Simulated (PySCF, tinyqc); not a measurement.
CISD on RHF in the sto-6g basis, frozen core, for OH-, spin multiplicity 1, step by step. The basis has no diffuse functions, so it cannot describe the extra electron: this is an exercise in the method, not the real anion. The lowest restricted solution is unstable here: a spin-polarised one lies 0.0377 hartree lower (PySCF). Computed by tinyqc, a small Python program that keeps every step (integrals from PySCF). Settings: charge = -1, multiplicity = 1, basis = sto-6g, method = RHF, frozen orbitals = 1, energy threshold = 1e-10, iteration cap = 60, orthogonalisation = canonical, start = core, DIIS depth = 6, ci = CISD, davidson = 1. Command: `OMP_NUM_THREADS=1 python tinyqc.py 21038 21039 out.jsonl` (the two numbers bound the seeds that draw the settings). One thread of a shared host (Intel(R) Xeon(R) Processor @ 2.60GHz), about 0.3 s of CPU time with the checks. The early iterations of the SCF are left out here.

## One-electron integrals

Geometry (angstrom):
```
atom       x       y       z
O     0.0000  0.0000  0.0000
H     0.0000  0.0000  1.9340
```

Basis sto-6g: exponents (1/bohr^2) and contraction coefficients of normalised primitives:
```
element  l (shell)   exponent  coefficient
O            s (1)  1355.5842       0.0092
O            s (1)   248.5449       0.0494
O            s (1)    69.5339       0.1685
O            s (1)    23.8868       0.3706
O            s (1)     9.2759       0.4165
O            s (1)     3.8203       0.1303
O            s (2)    52.1878      -0.0133
O            s (2)    10.3293      -0.0470
O            s (2)     3.2103      -0.0338
O            s (2)     1.2351       0.2502
O            s (2)     0.5364       0.5951
O            s (2)     0.2459       0.2407
O            p (3)    52.1878       0.0038
O            p (3)    10.3293       0.0377
O            p (3)     3.2103       0.1739
O            p (3)     1.2351       0.4180
O            p (3)     0.5364       0.4259
O            p (3)     0.2459       0.1017
H            s (1)    35.5232       0.0092
H            s (1)     6.5131       0.0494
H            s (1)     1.8221       0.1685
H            s (1)     0.6260       0.3706
H            s (1)     0.2431       0.4165
H            s (1)     0.1001       0.1303
```

Overlap, kinetic and nuclear-attraction integrals over the contracted functions; the nuclear repulsion is the sum of Za Zb / Rab.

nuclear repulsion = 2.188944 hartree

overlap S, lower triangle:
```
         1O 1s   1O 2s  1O 2px  1O 2py  1O 2pz   2H 1s
1O 1s   1.0000
1O 2s   0.2311  1.0000
1O 2px  0.0000  0.0000  1.0000
1O 2py  0.0000  0.0000  0.0000  1.0000
1O 2pz  0.0000  0.0000  0.0000  0.0000  1.0000
2H 1s   0.0058  0.0904  0.0000  0.0000  0.0943  1.0000
```

kinetic energy T (hartree), lower triangle:
```
          1O 1s    1O 2s  1O 2px  1O 2py   1O 2pz   2H 1s
1O 1s   29.3272
1O 2s   -0.8960   0.8426
1O 2px   0.0000   0.0000  2.5313
1O 2py   0.0000   0.0000  0.0000  2.5313
1O 2pz   0.0000   0.0000  0.0000  0.0000   2.5313
2H 1s   -0.0024  -0.0178  0.0000  0.0000  -0.0056  0.7685
```

nuclear attraction V (hartree), lower triangle:
```
           1O 1s    1O 2s   1O 2px   1O 2py   1O 2pz    2H 1s
1O 1s   -61.5319
1O 2s    -6.2145  -9.2740
1O 2px    0.0000   0.0000  -9.2675
1O 2py    0.0000   0.0000   0.0000  -9.2675
1O 2pz   -0.0040  -0.0480   0.0000   0.0000  -9.2857
2H 1s    -0.1758  -0.5234   0.0000   0.0000  -0.4682  -3.4271
```

core Hamiltonian H = T + V (hartree), lower triangle:
```
           1O 1s    1O 2s   1O 2px   1O 2py   1O 2pz    2H 1s
1O 1s   -32.2047
1O 2s    -7.1106  -8.4313
1O 2px    0.0000   0.0000  -6.7362
1O 2py    0.0000   0.0000   0.0000  -6.7362
1O 2pz   -0.0040  -0.0480   0.0000   0.0000  -6.7544
2H 1s    -0.1783  -0.5413   0.0000   0.0000  -0.4739  -2.6586
```

## Two-electron integrals

Functions are numbered as in S; the eight-fold symmetry (ij|kl) = (ji|kl) = (kl|ij) leaves the list below.

Two-electron integrals (ij|kl) in chemists' order, unique and non-zero (hartree):
```
(11|11) 4.7875     (21|11) 0.6759     (21|21) 0.1215     (22|11) 1.1174
(22|21) 0.2492     (22|22) 0.8174     (31|31) 0.0258     (32|31) 0.0391
(32|32) 0.1807     (33|11) 1.1174     (33|21) 0.2492     (33|22) 0.8174
(33|33) 0.8807     (41|41) 0.0258     (42|41) 0.0391     (42|42) 0.1807
(43|43) 0.0475     (44|11) 1.1174     (44|21) 0.2492     (44|22) 0.8174
(44|33) 0.7857     (44|44) 0.8807     (51|51) 0.0258     (52|51) 0.0391
(52|52) 0.1807     (53|53) 0.0475     (54|54) 0.0475     (55|11) 1.1174
(55|21) 0.2492     (55|22) 0.8174     (55|33) 0.7857     (55|44) 0.7857
(55|55) 0.8807     (61|11) 0.0178     (61|21) 0.0031     (61|22) 0.0062
(61|33) 0.0062     (61|44) 0.0062     (61|51) 1.52e-04   (61|52) 3.02e-04
(61|55) 0.0062     (61|61) 7.92e-05   (62|11) 0.0600     (62|21) 0.0137
(62|22) 0.0519     (62|33) 0.0510     (62|44) 0.0510     (62|51) 0.0011
(62|52) 0.0090     (62|55) 0.0536     (62|61) 3.49e-04   (62|62) 0.0048
(63|31) 0.0013     (63|32) 0.0079     (63|53) 0.0017     (63|63) 0.0006
(64|41) 0.0013     (64|42) 0.0079     (64|54) 0.0017     (64|64) 0.0006
(65|11) 0.0518     (65|21) 0.0119     (65|22) 0.0480     (65|33) 0.0461
(65|44) 0.0461     (65|51) 0.0020     (65|52) 0.0150     (65|55) 0.0516
(65|61) 3.14e-04   (65|62) 0.0054     (65|65) 0.0065     (66|11) 0.2734
(66|21) 0.0632     (66|22) 0.2730     (66|33) 0.2673     (66|44) 0.2673
(66|51) 0.0040     (66|52) 0.0472     (66|55) 0.2845     (66|61) 0.0016
(66|62) 0.0378     (66|65) 0.0475     (66|66) 0.7750
```

## Orthogonalisation

S = U s U^T; canonical form X = U s^(-1/2), so that X^T S X = 1. Each column of U has its largest component positive (the first on a tie).

eigenvalues of S: 0.7513  0.9109  1.0000  1.0000  1.0848  1.2531

X:
```
              1        2        3       4        5       6
1O 1s   -0.7452   0.3066   0.0000  0.0000  -0.2812  0.5730
1O 2s    0.8100  -0.1011   0.0000  0.0000  -0.1183  0.6206
1O 2px   0.0000   0.0000   0.9228  0.3853   0.0000  0.0000
1O 2py   0.0000   0.0000  -0.3853  0.9228   0.0000  0.0000
1O 2pz   0.1227   0.7247   0.0000  0.0000   0.6772  0.1016
2H 1s   -0.3235  -0.6845   0.0000  0.0000   0.6084  0.2725
```

Within a degenerate level the vectors are fixed only up to a rotation; this is one choice.

## Iteration 11 (converged): orbitals

converged F (hartree), lower triangle:
```
           1O 1s    1O 2s  1O 2px  1O 2py   1O 2pz   2H 1s
1O 1s   -20.0038
1O 2s    -4.8488  -1.8482
1O 2px    0.0000   0.0000  0.0182
1O 2py    0.0000   0.0000  0.0000  0.0182
1O 2pz   -0.0048   0.0389  0.0000  0.0000   0.5444
2H 1s    -0.1231  -0.1351  0.0000  0.0000  -0.1454  0.2136
```

Diagonalise F' = X^T F X, C = X C', fill 5 alpha and 5 beta electrons from the bottom; D = 2 C_occ C_occ^T. Each column has its largest component positive (the first on a tie).

F' = X^T F X (hartree), lower triangle:
```
         1        2       3       4        5         6
1  -6.4051
2   3.3384  -1.0429
3   0.0000   0.0000  0.0182
4   0.0000   0.0000  0.0000  0.0182
5  -3.3177   1.8667  0.0000  0.0000  -1.6647
6   7.6435  -3.9437  0.0000  0.0000   4.5053  -10.7945
```

orbital energies (hartree): MO1 -20.0066, MO2 -0.7138, MO3 0.0182, MO4 0.0182, MO5 0.1601, MO6 0.6532

coefficients C:
```
            MO1      MO2     MO3      MO4      MO5      MO6
1O 1s    0.9971  -0.2485  0.0000   0.0000   0.0212  -0.0187
1O 2s    0.0124   1.0224  0.0000   0.0000  -0.1106   0.0884
1O 2px   0.0000   0.0000  0.9963  -0.0858   0.0000   0.0000
1O 2py   0.0000   0.0000  0.0858   0.9963   0.0000   0.0000
1O 2pz   0.0003  -0.0299  0.0000   0.0000   0.3837   0.9279
2H 1s   -0.0007   0.0434  0.0000   0.0000   0.8912  -0.4706
```

D after iteration 11, lower triangle:
```
          1O 1s    1O 2s  1O 2px  1O 2py  1O 2pz   2H 1s
1O 1s    2.1127
1O 2s   -0.4881   2.1153
1O 2px   0.0000   0.0000  2.0000
1O 2py   0.0000   0.0000  0.0000  2.0000
1O 2pz   0.0317  -0.1459  0.0000  0.0000  0.2962
2H 1s    0.0149  -0.1083  0.0000  0.0000  0.6813  1.5924
```

Within a degenerate level the vectors are fixed only up to a rotation; this is one choice.

## Convergence

Stop when the energy changes by less than 1e-10 hartree and every element of the error matrix X^T (F D S - S D F) X is below 3e-06.

Course of the cycle:
```
iteration  E (hartree)     change  largest element of the error matrix
1           -73.566214          -                             1.36e-01
2           -74.552412  -9.86e-01                             1.48e-01
3           -74.587607  -3.52e-02                             1.44e-01
4           -74.614178  -2.66e-02                             1.33e-01
5           -74.630679  -1.65e-02                             1.09e-01
6           -74.649287  -1.86e-02                             3.04e-02
7           -74.650321  -1.03e-03                             2.28e-03
8           -74.650328  -6.65e-06                             9.63e-05
9           -74.650328  -1.12e-08                             1.06e-05
10          -74.650328  -1.38e-10                             4.26e-08
11          -74.650328   1.42e-14                             1.53e-08
```

PySCF RHF in the same basis = -74.650328 hartree

Converged in 11 iterations.

## Integrals over molecular orbitals

(pq|rs) = sum C_ip C_jq C_kr C_ls (ij|kl), one index at a time.

one-electron integrals over orbitals h = C^T H C (hartree), lower triangle:
```
          1        2        3        4        5        6
1  -32.1929
2    0.6389  -7.2398
3    0.0000   0.0000  -6.7362
4    0.0000   0.0000   0.0000  -6.7362
5   -0.0531   0.2825   0.0000   0.0000  -3.4102
6    0.0472  -0.2103   0.0000   0.0000  -1.5915  -6.0097
```

Two-electron integrals over orbitals (pq|rs), unique and non-zero (hartree); the lowest 1 orbital is frozen and left out:
```
(22|22) 0.7913    (32|32) 0.1713    (33|22) 0.8022    (33|33) 0.8807
(42|42) 0.1713    (43|43) 0.0475    (44|22) 0.8022    (44|33) 0.7857
(44|44) 0.8807    (52|22) -0.0426   (52|33) -0.0403   (52|44) -0.0403
(52|52) 0.0385    (53|32) -0.0123   (53|53) 0.0091    (54|42) -0.0123
(54|54) 0.0091    (55|22) 0.3666    (55|33) 0.3590    (55|44) 0.3590
(55|52) 0.0307    (55|55) 0.6254    (62|22) 0.0102    (62|33) 0.0204
(62|44) 0.0204    (62|52) 0.0656    (62|55) 0.0194    (62|62) 0.1393
(63|32) 0.0100    (63|53) 0.0172    (63|63) 0.0401    (64|42) 0.0100
(64|54) 0.0172    (64|64) 0.0401    (65|22) 0.2017    (65|33) 0.1965
(65|44) 0.1965    (65|52) -0.0344   (65|55) -0.1164   (65|62) -0.0069
(65|65) 0.1637    (66|22) 0.7105    (66|33) 0.6972    (66|44) 0.6972
(66|52) -0.0163   (66|55) 0.4492    (66|62) 0.0331    (66|65) 0.1485
(66|66) 0.7141
```

## CISD: determinants and Hamiltonian

one-electron integrals dressed by the frozen orbital, h + 2 (pq|11) - (p1|1q) (hartree), lower triangle:
```
         2        3        4        5        6
2  -5.0663
3   0.0000  -4.5286
4   0.0000   0.0000  -4.5286
5   0.1486   0.0000   0.0000  -2.5778
6  -0.1454   0.0000   0.0000  -0.9732  -4.0716
```

energy of the frozen orbital, 2 h_11 + (11|11) = -59.620619 hartree

Hartree-Fock energy = -74.650328 hartree

Slater-Condon rules over spin orbitals, with the nuclear repulsion and the energy of the frozen orbital added and E(HF) subtracted on the diagonal. Only determinants linked to the reference directly or through others are kept (one block of an abelian symmetry group), so some states are absent.

Occupation strings over the orbitals (2 doubly, a alpha, b beta, 0 empty; spin orbitals ordered 1a 1b 2a 2b ...): 222220 2222ab 2a222b 2222ba 2b222a 222202 2a22b2 222022 220222 2b22a2 202222

H - E(HF) between determinants (hartree), lower triangle:
```
         222220   2222ab   2a222b   2222ba   2b222a   222202   2a22b2   222022
222220   0.0000
2222ab   0.0000   0.2076
2a222b   0.0000   0.0094   0.7959
2222ba   0.0000  -0.1637   0.0069   0.2076
2b222a   0.0000   0.0069  -0.1393   0.0094   0.7959
222202   0.1637   0.2649   0.0344  -0.2649  -0.0344   0.8565
2a22b2   0.0069  -0.0344   0.0533   0.0137  -0.0656  -0.0563   0.9246
222022   0.0401  -0.0172  -0.0100   0.0172   0.0100   0.0091   0.0123   0.1563
220222   0.0401  -0.0172  -0.0100   0.0172   0.0100   0.0091   0.0123   0.0475
2b22a2  -0.0069   0.0137  -0.0656  -0.0344   0.0533   0.0563  -0.0385  -0.0123
202222   0.1393  -0.0656   0.0229   0.0656  -0.0229   0.0385   0.0170   0.1713

         220222   2b22a2  202222
220222   0.1563
2b22a2  -0.0123   0.9246
202222   0.1713  -0.0170  1.6763
```

## CISD: roots

Diagonalise (each vector has its largest component positive (the first on a tie)); all determinants have Ms = 0, so triplets appear too. The lowest singlet root is the correlation energy.

lowest roots of this matrix, relative to E(HF) (hartree): -0.0569  0.0431  0.1088  0.1436  0.2040  0.6563  0.8001  0.8874

lowest vectors:
```
         root 1   root 2   root 3   root 4
222220   0.9398   0.0000   0.0000  -0.0870
2222ab   0.1377   0.7067   0.0000   0.3847
2a222b   0.0088  -0.0184   0.0000   0.0294
2222ba  -0.1377   0.7067   0.0000  -0.3847
2b222a  -0.0088  -0.0184   0.0000  -0.0294
222202  -0.2468   0.0000   0.0000  -0.2812
2a22b2  -0.0117   0.0171   0.0000  -0.0153
222022  -0.0885   0.0000   0.7071   0.5520
220222  -0.0885   0.0000  -0.7071   0.5520
2b22a2   0.0117   0.0171   0.0000   0.0153
202222  -0.0421   0.0000   0.0000  -0.0760
```

<S^2> of these roots: 0.0000  2.0000  0.0000  0.0000  0.0000  2.0000  0.0000  2.0000

weight of the ground state by excitation level 0, 1, 2, ...: 0.8833  0.0381  0.0786

With one virtual orbital singles and doubles already span the full space. The reference has a weight of only 0.88: one determinant is a poor start here.

## The lowest root by the Davidson method

Start from the reference; add the residual divided by (theta - H_ii), orthogonalised, at each step.

Davidson iterations:
```
iteration  subspace  lowest Ritz value (hartree)  residual norm
1                 1                     0.000000       2.22e-01
2                 2                    -0.042597       6.00e-02
3                 3                    -0.056020       3.28e-02
4                 4                    -0.056942       2.45e-03
5                 5                    -0.056949       4.07e-04
6                 6                    -0.056949       6.07e-05
7                 7                    -0.056949       2.72e-16
```
